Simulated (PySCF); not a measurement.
Cards and structures have been mixed up. Pair them.

Structures:
1. `B[C@H]1CCC12CC2`
2. `CCC(F)CC`
3. `C1=CN=C2N=CC=NC2=N1`
4. `F[Si](F)(F)F`

Card P (geometry PBE0-D3(BJ)/def2-SVP):
* Rotational constants A, B, C: 4.097, 2.706, 2.126 GHz
* Static isotropic polarisability (B3LYP/def2-SVPD): 81.7 au
* Lowest singlet excitation (TDDFT B3LYP/def2-SVPD): 5.51 eV (225 nm, f = 0.041)
* HOMO energy (B3LYP/def2-SVPD): -7.30 eV
* Point group: C1

Card Q (geometry PBE0-D3(BJ)/def2-SVP):
- Rotational constants A, B, C: 7.612, 1.922, 1.672 GHz
- Static isotropic polarisability (CAM-B3LYP/def2-SVPD): 64.1 au
- Vertical ionisation energy (ΔSCF CAM-B3LYP/def2-SVPD): 11.26 eV
- 13C chemical shifts (computed TMS as zero) by class (GIAO KT3/pcSseg-2): 99.3 (1 C), 35.0 (2 C), 13.3 (2 C) ppm
- Lowest singlet excitation (TDDFT CAM-B3LYP/def2-SVPD): 8.91 eV (139 nm, f = 0.006)
- Core binding energies (ΔSCF SCAN, pcX-2 on the ionised atom, pcseg-1 elsewhere, spin-free X2C): C1s 290.6 (×2), C1s 290.7 (×2), C1s 292.7, F1s 691.9 eV
- Isotropic shieldings of nuclei other than C and H, by class (GIAO KT3/pcSseg-2): 372 (1 F) ppm

Card R (geometry PBE0-D3(BJ)/def2-SVP):
* Rotational constants A, B, C: 3.969, 3.968, 3.964 GHz
* Static isotropic polarisability (CAM-B3LYP/def2-SVPD): 23.0 au
* Lowest singlet excitation (TDDFT CAM-B3LYP/def2-SVPD): 10.92 eV (114 nm, f = 0.000 summed over 3 states within 0.01 eV)
* Dipole moment (CAM-B3LYP/def2-SVPD): 0.00 D by symmetry (numerical residue 0.01 D)
* Core binding energies (ΔSCF SCAN, pcX-2 on the ionised atom, pcseg-1 elsewhere, spin-free X2C, 2p3/2 from a spin–orbit splitting computed afterwards within the 2p shell): Si2p3/2 112.0, F1s 694.5 (×4), Si1s 1852.5 eV
* Point group: Td

Card S (geometry PBE0-D3(BJ)/def2-SVP):
- Rotational constants A, B, C: 3.265, 1.396, 0.978 GHz
- Static isotropic polarisability (CAM-B3LYP/def2-SVPD): 95.9 au
- Largest of the computed one-bond spin–spin couplings (means over like bonds) (B3LYP/pcJ-1, spin–dipole term left out): 13C–1H +191.3 (×4) Hz
- Lowest triplet excitation (Tamm–Dancoff) (TDA CAM-B3LYP/def2-SVPD): 2.68 eV
- Vertical ionisation energy (ΔSCF CAM-B3LYP/def2-SVPD): 9.44 eV
- Dipole moment (CAM-B3LYP/def2-SVPD): 0.00 D
- 13C chemical shifts (computed TMS as zero) by class (GIAO KT2/pcSseg-1): 141.5 (4 C), 139.2 (2 C) ppm

Species are written as SMILES; each is one conformer at its optimised geometry, gas phase, non-relativistic unless stated. Electronic properties by PySCF. NMR classes are plain means over equivalent atoms (diastereotopic ones count apart unless rotation or inversion swaps them), as if these changed places fast.

Question: Which card belongs to which structure?

Answer: P = 1, Q = 2, R = 4, S = 3. What ties each card to its structure:
- 1 (card P), C6H11B, monoisotopic mass 94.1 u, 7 heavy atoms: point group C1; an asymmetric top with C = 2.126 GHz; polarisability 81.7 au for 52 electrons.
- 2 (card Q), C5H11F, monoisotopic mass 90.1 u, 6 heavy atoms: 5 C in 3 classes; core lines of C and F; the least shielded carbon (99.3 ppm) is an sp3 C–F carbon; an asymmetric top with C = 1.672 GHz; polarisability 64.1 au for 50 electrons.
- 3 (card S), C6H4N4, monoisotopic mass 132.0 u, 10 heavy atoms: 6 C in 2 classes; the least shielded carbon (141.5 ppm) is an aromatic CH next to a ring nitrogen; an asymmetric top with C = 0.978 GHz, the lowest such constant on the cards; polarisability 95.9 au for 68 electrons; a dipole under 0.05 D.
- 4 (card R), SiF4, monoisotopic mass 104.0 u, 5 heavy atoms: core lines of F and Si; point group Td; a spherical top (constants that symmetry makes equal differ by optimisation noise) with C = 3.964 GHz, the highest such constant on the cards; polarisability 23.0 au for 50 electrons; a dipole under 0.05 D.
